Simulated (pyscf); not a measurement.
PySCF, gas phase, ωB97X-D3(BJ)/def2-SVP geometries.

SMILES: O([Si](O)(F)F)[SiH3]
```xyz
10

O     -0.9796    -3.1023    -0.5380
Si    -0.7770    -1.5295    -0.9128
F      0.1487    -1.3536    -2.2211
F     -2.1871    -0.8570    -1.2985
O     -0.0889    -0.7559     0.3276
Si     1.1309     0.3512     0.6191
H     -1.5155    -3.6471    -1.1229
H      2.4526    -0.3063     0.4349
H      1.0041     1.4937    -0.3270
H      0.9828     0.8251     2.0180
```

**Question.** How much does it cost (ΔH, 298 K, ωB97M-D3(BJ)/def2-TZVP) to split HO–Si(F)(F)–O–SiH₃ at its O–Si bond into •O–Si(OH)(F)–F + SiH₃•?

**Answer.** O–Si to •O–Si(OH)(F)–F + SiH₃•: 5.73 eV. The 7 functionals that were run give +5.36 (PBE) to +5.80 eV (M06-2X). Other isomers of •O–Si(OH)(F)–F were not searched in full and may lie lower.
